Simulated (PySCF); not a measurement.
Compound: 2,2-difluoropropane, C3H6F2.
InChI=1S/C3H6F2/c1-3(2,4)5/h1-2H3

The closed-shell ground state was solved at several levels (PySCF, density fitting, gas phase, non-relativistic). Isolated species at its PBE0-D3(BJ)/def2-TZVP geometry, gas phase.

| level | basis functions | HOMO (eV) | LUMO (eV) | gap (eV) | dipole (D) |
| --- | --- | --- | --- | --- | --- |
| wB97X-D/pcSseg-2 | 264 | -11.44 | 2.29 | 13.73 | 2.42 |
| wB97X-D/aug-cc-pVTZ | 368 | -11.43 | 0.82 | 12.25 | 2.38 |
| B97-2/pcSseg-2 | 264 | -9.22 | 0.63 | 9.85 | 2.38 |
| PBE0/pcSseg-2 | 264 | -9.52 | 0.59 | 10.11 | 2.40 |
| PBE0/aug-cc-pVTZ | 368 | -9.51 | -0.13 | 9.38 | 2.37 |
| CAM-B3LYP/aug-cc-pVTZ | 368 | -11.04 | 0.19 | 11.23 | 2.45 |

What might KT3/pcSseg-2 (264 basis functions) give for the same quantities?

HOMO -7.98 eV, LUMO -0.31 eV, gap 7.67 eV, dipole 2.27 D.

Over all these levels, which gives the widest orbital gap and which the narrowest?

wB97X-D/pcSseg-2 (range-separated hybrid) has the widest, 13.73 eV, and KT3/pcSseg-2 (GGA) the narrowest, 7.67 eV. The two share the basis. From the narrowest to the widest the HOMO moves by -3.46 eV and the LUMO by +2.60 eV.

In the pcSseg-2 basis, how does the gap go with the fixed share of exact exchange?

KT3 (0 %) 7.67 eV; B97-2 (21 %) 9.85 eV; PBE0 (25 %) 10.11 eV. Each rise in the share widens the gap here.

How far do the dipole and the HOMO energy spread over the levels?

The dipole runs from 2.27 to 2.45 D (mean 2.38 D) and the HOMO from -11.44 to -7.98 eV.
